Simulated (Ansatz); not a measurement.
Ansatz (a quantum-chemistry and plane-wave program) input (B3LYP/def2-TZVPD):

Ansatz 0.2 input:
```yaml
crystal:
  periodic: [false, false, false]
  atoms:
    - {symbol: C, position_ang: [0.00940108, 0.00315426, 0.10262029]}
    - {symbol: H, position_ang: [-0.01915108, 0.98625848, -0.33929582]}
    - {symbol: H, position_ang: [-0.03725541, -1.00518403, -0.27642595]}
basis:
  gaussian:
    orbitals: def2-TZVPD
hamiltonian:
  xc: {name: B3LYP}
total_charge: 1
magnetization: {spin_polarized: true, initial_magnetization: 1}
```

Output:

```
Functional definition: B3LYP
integrals: 0.00 GiB planned
276 factors; their error is unknown
mean field: 0.10 GiB planned
mean field evaluation 1: about -1053.8747 eV, gradient 1.8e1 eV
mean field evaluation 2: about -1054.8754 eV, gradient 1.1e1 eV
mean field evaluation 4: about -1055.4306 eV, gradient 1.2e-1 eV
mean field evaluation 8: about -1055.4087 eV, gradient 2.5e-2 eV
mean field evaluation 16: about -1055.3200 eV, gradient 1.5e0 eV
mean field -1055.40870715 eV, -38.7855546059 hartree, gradient 1.9e-5 eV, S^2 0.751869; 1 other end points of the search recorded, 0 dependent functions left out
reference -1055.40885188 eV, -38.7855599248 hartree; 4, 3 occupied and 51, 52 virtual orbitals, 276 factors
Total energy: -1055.40885188 eV, -38.7855599248 hartree
```

This state (charge 1, doublet) is run at the relaxed geometry of the species with charge 0 and multiplicity 3.
